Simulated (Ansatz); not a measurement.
Species: C2H3, SMILES `[CH]=C` (charge 0, multiplicity 2).

### Question
Give a relaxed geometry from PBE-D3(BJ)/def2-TZVP run with Ansatz (a quantum-chemistry and plane-wave program).

### Answer
the end point of this relaxation (outside a Z-matrix the atoms follow the SMILES, hydrogens last).
Z-matrix (Å, degrees):
```
C
C 1 1.3082
H 2 1.0870 1 138.85
H 1 1.0956 2 122.34 3 -179.99
H 1 1.1016 4 115.66 2 180.00
```
